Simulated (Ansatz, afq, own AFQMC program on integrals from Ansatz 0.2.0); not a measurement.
F, doublet in 6-31G, levels against full CI

A free F atom.

Basis 6-31G. Only valence electrons are correlated. AFQMC by an in-house program on the Cholesky factors that Ansatz 0.2.0 writes for its CCSD(T) run. ph-AFQMC/CISD is guided by a CISD state made of CCSD amplitudes; releasing the constraint for a short imaginary time cuts its bias at the price of noise, slowly where states lie close. Free projection: walkers drawn from exp(T), propagated without any constraint. Its projection time is finite, and what remains of the start isn't in its error. ± is one standard error of the sampling.

Determinant: UHF, the one that the program's search chose, which needn't be the lowest solution.

Full CI on the same integrals is exact in this basis and with this determinant's frozen core.

```
T1 diagnostic                               : 0.0036
weight of the determinant in the CISD state : 0.980
⟨S²⟩ of the determinant                     : 0.751
size of the correlated space                : 7 electrons in 8 orbitals
```

Reference: full CI, correlation energy -2.332 eV. The released energy is read at 1.50 1/Eh (meV from the phaseless value at times in 1/Eh: 1.7 ± 0.4 at 0.24, 0.5 ± 0.5 at 0.50, 0.6 ± 0.5 at 1.00, 2.3 ± 1.1 at 1.50).

| level | E − E(reference) (mEh) | share of correlation (%) |
| --- | --- | --- |
| HF | 85.71 | 0.00 |
| MP2 | 6.48 | 92.44 |
| CCSD | 0.58 | 99.32 |
| CCSD(T) | 0.13 | 99.85 |
| CCSDT | 0.07 | 99.92 |
| CCSDT(Q) | 0.00 | 100.00 |
| CCSDTQ | 0.00 | 100.00 |
| ph-AFQMC/HF | 0.85 ± 0.45 | 99.01 |
| ph-AFQMC/CISD | -0.04 ± 0.07 | 100.05 |
| released AFQMC | 0.04 ± 0.04 | 99.95 |
| free AFQMC | -0.01 ± 0.03 | 100.02 |

CCSDT and higher add their correlation energy to the determinant of the CCSD(T) run, since their own runs factorise the integrals more tightly (a shift of under 2 meV). Free projections are given only where their last times agree within the noise and don't stop above the reference; a slow remainder of the start can still hide under it. A walk keeps the symmetry of its determinant, which the program's search chose and which needn't be the lowest solution, so a lower state of the same spin and another symmetry isn't excluded. Released energies are given only where the last usable release times agree within the noise; a slower fall can still hide under it.
